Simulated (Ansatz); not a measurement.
System: 1T (CdI2-type) CdI₂. Method: Hartree–Fock in Ansatz (plane waves, PAW).

Run with plane-wave cutoff 460 eV, 9×9×4 k mesh (along the axes of the cell as run), Fermi–Dirac smearing 0.01 eV, scalar-relativistic PAW data made under PBE.

Cell (measured lattice):

```
CELL_PARAMETERS angstrom
      2.12200    -3.67541     0.00000
     -4.24400     0.00000     0.00000
      0.00000     0.00000     6.85900
ATOMIC_POSITIONS crystal
  Cd 0.00000 0.00000 0.00000
  I  0.33333 0.66667 0.24920
  I  0.66667 0.33333 0.75080
```

Predict the band gap, smallest direct gap on the k points sampled and Γ–Γ gap.


- band gap = 9.47 eV
- smallest direct gap on the k points sampled = 9.91 eV
- Γ–Γ gap = 10.02 eV

Note: cell and atoms aren't relaxed at this level (pressure 5.2 GPa).

Spin–orbit coupling is not included; with these elements it can move the gap by several tenths of an eV or more.

Cost on a shared machine: very roughly 12 core-minutes.

Ansatz is a quantum-chemistry and plane-wave program.
